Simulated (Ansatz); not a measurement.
**Structure optimisation: cobalt, hcp**

All numbers below come from DFT, PBE, plane waves (420 eV) with PAW, scalar-relativistic (Ansatz).

k-point mesh 14×14×8, Fermi-Dirac smearing 0.05 eV, starting moments 1.70, -1.70 μB. Cell and atoms relax.

Starting structure:

```cif
data_structure
_symmetry_space_group_name_H-M 'P 1'
_symmetry_Int_Tables_number 1
_cell_length_a 2.5071
_cell_length_b 2.5071
_cell_length_c 4.0686
_cell_angle_alpha 90.000
_cell_angle_beta 90.000
_cell_angle_gamma 120.000
_cell_volume 22.15
loop_
_atom_site_label
_atom_site_type_symbol
_atom_site_fract_x
_atom_site_fract_y
_atom_site_fract_z
_atom_site_occupancy
Co1 Co 0.33333 0.66667 0.25000 1
Co2 Co 0.66667 0.33333 0.75000 1
```

**Question.** What cell does the relaxation end in?

**Answer.** P6_3/mmc (spin ignored) with a = 2.494 Å, c = 4.028 Å (c/a = 1.615); 10.84 Å³ per atom against 11.07 at the start (-2.1 %).

**Question.** How much energy does the relaxation gain?

**Answer.** 3.1 meV per atom.

**Question.** Which magnetic state does it end in?

**Answer.** ferromagnetic, net 1.59 μB per atom; moments -1.67 ×2 μB.
